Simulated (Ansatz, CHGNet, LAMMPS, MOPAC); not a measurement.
# Elastic constant C12 of rock-salt SrO: levels of theory against measurement

Reference value: 49.1 GPa (measured, temperature not stated, not corrected to a static lattice; as tabulated in Oses et al. (2018), arXiv:1811.08464).

Q: What do ionic model lewis1985b, PM7 semi-empirical Hartree-Fock (MOPAC), CHGNet-r²SCAN, LDA, PBE, r²SCAN, HSE06, r²SCANh, Hartree–Fock give, and how far is each from the reference?

A: 
```tsv
level (code)	value (GPa)	cell (Å³/atom)	difference (%)
ionic model lewis1985b (shell model, LAMMPS)	74.2	17.14	+51
PM7 semi-empirical Hartree-Fock (MOPAC)	339	12.39	+590
CHGNet-r²SCAN	52.2	17.26	+6.3
LDA (Ansatz)	52.2	16.23	+6.3
PBE (Ansatz)	46.9	17.52	-4.5
r²SCAN (Ansatz)	48.8	17.17	-0.6
HSE06 (Ansatz)	51.2	17.11	+4.3
r²SCANh (Ansatz)	50.2	17.08	+2.2
Hartree–Fock (Ansatz)	53.8	17.80	+9.6
```

The reference's temperature isn't stated, so close values are not ranked against it. Off by more than 25 %, or 35 % on the side where a correction would as a rule narrow the miss (bounds picked here): PM7 semi-empirical Hartree-Fock (MOPAC) (+590 %), ionic model lewis1985b (+51 %).

The measured value isn't corrected to a static lattice, so vibrations enter the comparison.  PM7 semi-empirical Hartree-Fock (MOPAC): the relaxed volume lies over a fifth from the starting cell. PM7 semi-empirical Hartree-Fock (MOPAC): the method was fitted mainly to molecules. PM7 semi-empirical Hartree-Fock (MOPAC): the run uses a supercell at the zone centre in place of a k mesh. Each level is taken at its own relaxed cell. Cutoffs differ between the levels. Ansatz's density-functional and Hartree–Fock values are scalar-relativistic unless marked +SOC, with PAW data made under PBE.

Empirical potentials (ionic model lewis1985b) are fitted to chosen data: where that held the value shown, agreement is built in, and what lay outside the fit can be far off. Machine-learned potentials (CHGNet-r²SCAN) are trained on DFT data: a solid inside that data is no test of them.

Differences are worked out from the printed values.

Ansatz is a program for electronic structure.
